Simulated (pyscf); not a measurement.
Four-centre exchange: `[OH][Si]([Cl])([Cl])[Cl]` + `[OH][SiH3]` → `[OH][SiH2][O][Si]([Cl])([Cl])[Cl]` + `[H][H]`

Gas phase, singlet surface, charge 0. Bonds broken: O1–H6, Si8–H10. Bonds formed: O1–Si8, H6–H10. Single points on ωB97X-D3(BJ)/def2-SVP structures (PySCF, gas phase).

Transition state (Å):

```xyz
12

O     -1.3949     0.1523     1.0513
Si    -2.1246    -1.3111     1.1076
Cl    -1.6395    -2.3388    -0.5829
Cl    -4.1433    -1.1002     1.2042
Cl    -1.4818    -2.3504     2.7351
H     -0.5407     0.7782     1.6245
O      0.7945     2.4159    -0.4542
Si     0.0338     0.9592    -0.1266
H      0.5566     2.7959    -1.3071
H      0.2724     1.3722     1.4960
H     -0.9656     0.8987    -1.2327
H      0.9447    -0.2083    -0.1410
```

One imaginary mode, 1252i cm⁻¹; descent along it reached the two sides named.

```json
[
 {"bond": "O1–H6", "change": "breaks", "reactant side (Å)": "0.964", "saddle": "1.204", "product side": "3.4"},
 {"bond": "Si8–H10", "change": "breaks", "reactant side (Å)": "1.485", "saddle": "1.691", "product side": "3.2"},
 {"bond": "O1–Si8", "change": "forms", "reactant side (Å)": "2.9", "saddle": "2.020", "product side": "1.676"},
 {"bond": "H6–H10", "change": "forms", "reactant side (Å)": "2.9", "saddle": "1.015", "product side": "0.761"}
]
```

Electronic energies relative to the separated reactants (eV):

| level | barrier | reaction energy | reverse barrier |
|---|---|---|---|
| ωB97X-D3(BJ)/def2-TZVP | 1.41 | -1.24 | 2.65 |
| PBE/def2-TZVP | 1.27 | -0.99 | 2.26 |
| r²SCAN/def2-TZVP | 1.31 | -1.17 | 2.48 |
| B3LYP-D3(BJ)/def2-TZVP | 1.39 | -1.21 | 2.60 |
| PBE0-D3(BJ)/def2-TZVP | 1.32 | -1.10 | 2.42 |
| M06-2X/def2-TZVP | 1.46 | -1.29 | 2.75 |
| ωB97M-D3(BJ)/def2-TZVP | 1.43 | -1.15 | 2.59 |
| HF/def2-TZVP | 2.36 | -1.02 | 3.38 |

With ωB97M-D3(BJ)/def2-TZVP energies and thermal terms (ideal gas, 1 atm, RRHO with modes under 100 cm⁻¹ raised to 100, one conformer, R ln 2 for chiral ones without a mode under 150 cm⁻¹), in eV:

```
T (K)   ΔH‡   ΔG‡     ΔH     ΔG
-----  ----  ----  -----  -----
298    1.38  1.94  -1.24  -1.04
600    1.39  2.50  -1.20  -0.85
900    1.41  3.05  -1.16  -0.68
1200   1.44  3.59  -1.13  -0.53
```

One saddle was located; it need not be the lowest between these sides.
